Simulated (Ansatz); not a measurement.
Species: ammonia, NH3, charge 0, multiplicity 1. SMILES: N
Geometry from a B3LYP-D3(BJ)/def2-TZVP (Ansatz, a program for electronic structure) optimisation:
```xyz
4

N      0.0022    -0.0038     0.1116
H     -0.0020     0.9512    -0.2281
H      0.8095    -0.4644    -0.2929
H     -0.8232    -0.4600    -0.2599
```

Quantity: vertical triplet-singlet gap (E(triplet) - E(singlet); each state is the SCF solution reached for its spin; the molecule has degenerate orbitals, so one determinant may break the symmetry), in eV. Valence correlation only, unless marked. UHF or UKS for open shells. Spin-orbit coupling is left out. No relativistic terms. CBS marks a two-point X^-3 extrapolation of the correlation energy; Hartree-Fock from the larger set.

```
level                                 program  vertical triplet-singlet gap (eV)
------------------------------------  -------  ---------------------------------
wB97X-V/def2-TZVPD                     Ansatz                               6.60
MP2/def2-SVPD                          Ansatz                               6.89
SCS-MP2/aug-cc-pVDZ                    Ansatz                               6.29
SCS-MP2/aug-cc-pVTZ                    Ansatz                               6.44
CCSD/CBS(def2-TZVPPD,def2-QZVPPD)      Ansatz                               6.41
CCSD(T)/def2-QZVPPD                    Ansatz                               6.42
CCSD(T)/CBS(def2-TZVPPD,def2-QZVPPD)   Ansatz                               6.46
```
